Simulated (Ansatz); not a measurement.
# AlBH2 (triplet): RPA-PBE over vertical spin and charge gaps, cc-pVDZ

How well do these functionals follow the top wave-function level for AlBH2 (triplet) over vertical spin and charge gaps?

The runs use Ansatz 0.2.0, Gaussian basis; cc-pVDZ, all electrons in the functionals, frozen cores in the correlation of double hybrids and RPA.

Plan: RPA-PBE, at charge 0, triplet; charge 0, singlet; charge 0, quintet; charge 1, doublet; charge 1, quartet.

9 further runs of the same task are left out: 3 for a known fault of the program, 6 set aside as unsound or not needed.

### Step 1. What is computed

The geometry is a PBE0/def2-TZVP stationary point (not a proven minimum).

4 atoms, charge 0, spin multiplicity 3.

Atoms are counted from 1 here; the program's logs count them from 0.

Bond lengths: B1–Al2 1.909 Å, B1–H3 1.183 Å, Al2–H4 1.571 Å. Angles: Al2–B1–H3 180.0°, B1–Al2–H4 180.0°.

No dispersion term is added.

The geometry shown and the zero of energy belong to the point charge 0, triplet. The yardstick, UCCSDTQ, and other wave-function levels (R restricted, U unrestricted, valence and pair active spaces) come from earlier runs.

### Step 2. RPA-PBE, charge 0, triplet

Contents of in.yaml:

```yaml
crystal:
  periodic: [false, false, false]
  atoms:
    - {symbol: B, position_ang: [0.000000, 0.000000, 1.051329]}
    - {symbol: Al, position_ang: [0.000000, 0.000000, -0.857484]}
    - {symbol: H, position_ang: [0.000000, 0.000000, 2.234417]}
    - {symbol: H, position_ang: [0.000000, 0.000000, -2.428262]}
basis:
  gaussian: {orbitals: cc-pVDZ}
magnetization: {spin_polarized: true, initial_magnetization: 2}
hamiltonian: {xc: {name: PBE}}
correlation: {method: rpa, electrons: outside_noble_gas}
```

Started as:

```console
$ ansatz run in.yaml --threads 1 --pin off --events-out ev --progress --plain --max-ram 2816MiB --backend cpu
```

Standard output:

```text
Functional definition: PBE
  name "PBE"
  cite "Perdew, Burke & Ernzerhof, Phys. Rev. Lett. 77, 3865 (1996) doi:10.1103/PhysRevLett.77.3865"
  parent pbe
  parameter kappa = 0.804
  parameter beta = 0.06672455060314922
  exchange = pbe_x(kappa = kappa, mu = beta*pi^2/3)
  correlation = pbe_c(beta = beta)
401 factors; integrals over basis functions are off by at most 9.7e-4 eV
mean field evaluation 1: about -7292.7506 eV, gradient 2.1e1 eV
mean field evaluation 2: about -7292.7472 eV, gradient 2.1e1 eV
mean field evaluation 4: about -7296.4937 eV, gradient 6.2e0 eV
mean field evaluation 8: about -7296.9947 eV, gradient 1.0e-1 eV
mean field evaluation 16: about -7296.9948 eV, gradient 7.2e-6 eV
mean field evaluation 32: about -7284.7267 eV, gradient 1.0e1 eV
mean field -7296.99479953 eV, -268.1596128021 hartree, gradient 7.2e-6 eV, S^2 2.006622; 2 other end points of the search recorded, 0 dependent functions left out
6 core orbitals not correlated: weight in the atoms' cores, before any rotation towards them, 1.000 or more for the frozen orbitals, at most 0.000 for the correlated occupied ones
reference -7282.79402121 eV, -267.6377438242 hartree; 5, 3 occupied and 31, 33 virtual orbitals, 401 factors
Total energy: -7289.95580493 eV, -267.9009345218 hartree
```

It took 1.3 s on 1 thread of AMD EPYC 7R13, shared host.

From the report: ⟨S²⟩ of the determinant 2.007 (pure triplet: 2.00).

### Step 3. RPA-PBE, charge 0, singlet

Changes to in.yaml since step 2:

```diff
@@ -9,3 +9,3 @@
   gaussian: {orbitals: cc-pVDZ}
-magnetization: {spin_polarized: true, initial_magnetization: 2}
+magnetization: {spin_polarized: true, initial_magnetization: 0}
 hamiltonian: {xc: {name: PBE}}
```

Same command.

Standard output, shortened:

```text
Functional definition: PBE
  name "PBE"
  cite "Perdew, Burke & Ernzerhof, Phys. Rev. Lett. 77, 3865 (1996) doi:10.1103/PhysRevLett.77.3865"
  parent pbe
[...]
401 factors; integrals over basis functions are off by at most 9.7e-4 eV
[...]
mean field -7296.75069740 eV, -268.1506422142 hartree, gradient 2.7e-6 eV, S^2 1.005052; 10 other end points of the search recorded, 0 dependent functions left out
6 core orbitals not correlated: weight in the atoms' cores, before any rotation towards them, 1.000 or more for the frozen orbitals, at most 0.000 for the correlated occupied ones
reference -7282.44614378 eV, -267.6249595648 hartree; 4, 4 occupied and 32, 32 virtual orbitals, 401 factors
Total energy: -7289.69404224 eV, -267.8913149204 hartree
```

Wall time 7 s (1 thread of AMD EPYC 7R13, shared host).

From the report: ⟨S²⟩ of the determinant 1.005 (pure singlet: 0.00). The determinant is far from a pure spin state, so its energy mixes those of several spin states (harmless only where they are near-degenerate, as at dissociation).

From charge 0, triplet: +25.3 kJ/mol.

### Step 4. RPA-PBE, charge 0, quintet

Changes to in.yaml since step 3:

```diff
@@ -9,3 +9,3 @@
   gaussian: {orbitals: cc-pVDZ}
-magnetization: {spin_polarized: true, initial_magnetization: 0}
+magnetization: {spin_polarized: true, initial_magnetization: 4}
 hamiltonian: {xc: {name: PBE}}
```

The command is unchanged.

Standard output, shortened:

```text
Functional definition: PBE
  name "PBE"
  cite "Perdew, Burke & Ernzerhof, Phys. Rev. Lett. 77, 3865 (1996) doi:10.1103/PhysRevLett.77.3865"
  parent pbe
[...]
401 factors; integrals over basis functions are off by at most 9.7e-4 eV
[...]
mean field -7291.66982643 eV, -267.9639236498 hartree, gradient 5.9e-6 eV, S^2 6.002458; 9 other end points of the search recorded, 0 dependent functions left out
6 core orbitals not correlated: weight in the atoms' cores, before any rotation towards them, 1.000 or more for the frozen orbitals, at most 0.000 for the correlated occupied ones
reference -7277.25462508 eV, -267.4341747713 hartree; 6, 2 occupied and 30, 34 virtual orbitals, 401 factors
Total energy: -7284.54635393 eV, -267.7021408640 hartree
```

Run time: 5.5 s. Hardware: 1 thread of AMD EPYC 7R13, shared host.

From the report: ⟨S²⟩ of the determinant 6.002 (pure quintet: 6.00).

From charge 0, triplet: +521.9 kJ/mol.

### Step 5. RPA-PBE, charge 1, doublet

Changes to in.yaml since step 4:

```diff
@@ -9,3 +9,4 @@
   gaussian: {orbitals: cc-pVDZ}
-magnetization: {spin_polarized: true, initial_magnetization: 4}
+total_charge: 1
+magnetization: {spin_polarized: true, initial_magnetization: 1}
 hamiltonian: {xc: {name: PBE}}
```

Same command.

Standard output, shortened:

```text
Functional definition: PBE
  name "PBE"
  cite "Perdew, Burke & Ernzerhof, Phys. Rev. Lett. 77, 3865 (1996) doi:10.1103/PhysRevLett.77.3865"
  parent pbe
[...]
401 factors; integrals over basis functions are off by at most 9.7e-4 eV
[...]
mean field -7289.16176662 eV, -267.8717541522 hartree, gradient 1.3e-6 eV, S^2 0.753364; 2 other end points of the search recorded, 0 dependent functions left out
6 core orbitals not correlated: weight in the atoms' cores, before any rotation towards them, 1.000 or more for the frozen orbitals, at most 0.000 for the correlated occupied ones
reference -7276.03414241 eV, -267.3893228605 hartree; 4, 3 occupied and 32, 33 virtual orbitals, 401 factors
Total energy: -7282.29653082 eV, -267.6194613898 hartree
```

Run time: 1.2 s. Hardware: 1 thread of AMD EPYC 7R13, shared host.

From the report: ⟨S²⟩ of the determinant 0.753 (pure doublet: 0.75).

From charge 0, triplet: +739.0 kJ/mol.

### Step 6. RPA-PBE, charge 1, quartet

Changes to in.yaml since step 5:

```diff
@@ -10,3 +10,3 @@
 total_charge: 1
-magnetization: {spin_polarized: true, initial_magnetization: 1}
+magnetization: {spin_polarized: true, initial_magnetization: 3}
 hamiltonian: {xc: {name: PBE}}
```

The command is unchanged.

Standard output, shortened:

```text
Functional definition: PBE
  name "PBE"
  cite "Perdew, Burke & Ernzerhof, Phys. Rev. Lett. 77, 3865 (1996) doi:10.1103/PhysRevLett.77.3865"
  parent pbe
[...]
401 factors; integrals over basis functions are off by at most 9.7e-4 eV
[...]
mean field -7286.15317158 eV, -267.7611903234 hartree, gradient 1.5e-6 eV, S^2 3.753895; 0 other end points of the search recorded, 0 dependent functions left out
6 core orbitals not correlated: weight in the atoms' cores, before any rotation towards them, 1.000 or more for the frozen orbitals, at most 0.000 for the correlated occupied ones
reference -7272.29638836 eV, -267.2519629326 hartree; 5, 2 occupied and 31, 34 virtual orbitals, 401 factors
Total energy: -7278.96935812 eV, -267.4971900483 hartree
```

Wall time 1.4 s (1 thread of AMD EPYC 7R13, shared host).

From the report: ⟨S²⟩ of the determinant 3.754 (pure quartet: 3.75).

From charge 0, triplet: +1060.0 kJ/mol.

### Step 7. The comparison

The yardstick is UCCSDTQ, where the cluster series has nearly closed. It comes from earlier runs at the same points. Energies in kJ/mol, counted from charge 0, triplet; blanks weren't run or aren't comparable.

```
  level  triplet to singlet  triplet to quintet  ionisation to the doublet cation  ionisation to the quartet cation
UCCSDTQ                                   537.7                             723.1                            1045.9
RPA-PBE                25.3               521.9                             739.0                            1060.0
```

Largest miss and mean time a point (UCCSDTQ took 19 s a point; shared hosts):

```
  level  largest miss (kJ/mol)                             where  time a point
RPA-PBE                  +15.9  ionisation to the doublet cation         3.3 s
```

### Step 8. Outcome

```
                                 quantity                                            value
              triplet to quintet, UCCSDTQ                                     537.7 kJ/mol
ionisation to the doublet cation, UCCSDTQ                                     723.1 kJ/mol
ionisation to the quartet cation, UCCSDTQ                                    1045.9 kJ/mol
                    largest miss, RPA-PBE  +15.9 kJ/mol (ionisation to the doublet cation)
```

What this shows: Misses are known at 3 of 4 points at best, and only functionals with that many are ranked. RPA-PBE strays by up to 15.9 kJ/mol, at ionisation to the doublet cation. RPA-PBE clearly breaks the spin symmetry at some points (⟨S²⟩ up to 1.01 above the pure value), so energy there is bought with a mixed spin. Functionals and the yardstick converge differently with the basis, so part of each miss in cc-pVDZ is the basis. The program flags that the yardstick's amplitudes may have other solutions at some points.
